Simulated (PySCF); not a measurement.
HN₂, SMILES [NH+]#N, charge +1. Geometry: B3LYP-D3(BJ)/def2-TZVPD. The isomer is the one that the SMILES or the coordinates give; other isomers of the formula were not compared.

TDDFT-PBE/def2-TZVPD (PySCF 2.14.0) puts the lowest singlet excitations at 9.90, 10.05, 10.05, 10.31, 10.31, 12.50 eV.

### Question
What are the lowest excitation roots from ADC(3)/aug-cc-pVDZ (PySCF 2.14.0)? (An estimate is asked for; the answer gives what the named calculation found.)

### Answer
9.80, 10.09, 10.09, 10.20, 10.20, 14.37 eV. S1 differs by -0.10 eV (second minus first; roots are paired by order, and the bases may differ).
